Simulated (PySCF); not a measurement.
Compound: CHCl (triplet state).
Z-matrix (Å and degrees, GFN2-xTB geometry), rows numbered from 1:
```
C 
Cl  1  1.6288
H   1  1.0690  2  126.45
```

Computed geometry: GFN2-xTB, gas phase. This method treats the open shell by occupation alone, without spin polarisation.

Masses are those of the commonest isotopes; rigid-rotor values at the optimised geometry. 

(1) What are A, B and C (GHz)?

(2) What kind of rotor is it?

(3) Give the coordinates in the principal-axis frame, origin at the centre of mass.

(4) Where do the levels up to J = 5 lie, in K?

Results:

(1) Ia = 0.64, Ib = 27.16, Ic = 27.80 u·Å²; 505379 MHz·u·Å²/I gives 794081, 18604 and 18178 MHz, that is A = 794.08, B = 18.604, C = 18.178 GHz.

(2) A near-prolate asymmetric top: κ = (2 × 18604 − 794081 − 18178)/(794081 − 18178) = -1.00.

(3) The sense of each axis is arbitrary; atoms in the order of the calculation.
```tsv
atom	mass (u)	a (Å)	b (Å)	c (Å)
C1	12.000	-1.171	0.088	0.000
Cl2	34.969	0.455	-0.009	0.000
H3	1.008	-1.856	-0.733	0.000
```

(4) Above 0(0,0), as E/k:
J = 1: 1(0,1) 1.765, 1(1,1) 38.982, 1(1,0) 39.003
J = 2: 2(0,2) 5.296, 2(1,2) 42.492, 2(1,1) 42.554, 2(2,1) 154.205, 2(2,0) 154.205
J = 3: 3(0,3) 10.592, 3(1,3) 47.758, 3(1,2) 47.880, 3(2,2) 159.501, 3(2,1) 159.501, 3(3,1) 345.637, 3(3,0) 345.637
J = 4: 4(0,4) 17.653, 4(1,4) 54.778, 4(1,3) 54.982, 4(2,3) 166.562, 4(2,2) 166.562, 4(3,2) 352.698, 4(3,1) 352.698, 4(4,1) 613.288, 4(4,0) 613.288
J = 5: 5(0,5) 26.479, 5(1,5) 63.553, 5(1,4) 63.860, 5(2,4) 175.388, 5(2,3) 175.388, 5(3,3) 361.524, 5(3,2) 361.524, 5(4,2) 622.115, 5(4,1) 622.115, 5(5,1) 957.160, 5(5,0) 957.160
The levels of one J sum to (2J + 1)J(J + 1)(A + B + C)/3.

For this open shell read J as N, the rotation without spin; fine and hyperfine splittings come on top. Whether it is a minimum is left open (no frequencies). This triplet need not be the ground state; the singlet was not compared here. Zero-point vibration and centrifugal distortion are left out.
